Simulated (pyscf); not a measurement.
Thermochemistry of product channels of HO–B(Cl)–Cl on the singlet surface, in kJ/mol, from CCSD(T)/def2-TZVPP + ΔMP2(QZVPP) energies (ideal gas, 1 atm, RRHO with modes under 100 cm⁻¹ raised to 100, one conformer, R ln 2 for rigid chiral ones). Single points on ωB97X-D3(BJ)/def2-SVP structures (PySCF, gas phase). MP2 and CC: frozen core, UHF for open shells. ΔMP2 is the change of the MP2 total energy from the triple- to the quadruple-zeta basis.

| products | ΔE | ΔH(298 K) | ΔG(298 K) | ΔG(1200 K) |
|---|---|---|---|---|
| O=B–Cl + hydrogen chloride (HCl) | ___ | +149.5 | +111.3 | -5.0 |
| B–OH [singlet] + chlorine (Cl–Cl) | ___ | +560.3 | +516.1 | +383.4 |

Q: Some entries are withheld; supply them.

A: 
- O=B–Cl + hydrogen chloride (HCl), ΔE: +161.8
- B–OH [singlet] + chlorine (Cl–Cl), ΔE: +573.6

These are energies of the channels, which say nothing of barriers. B–OH [singlet] lies 186.1 kJ/mol over its isomer HB=O, and others may lie lower still (electronic energy, ωB97M-D3(BJ)). The CCSD(T) − MP2 part came from Ansatz, without density fitting, on the same reference.
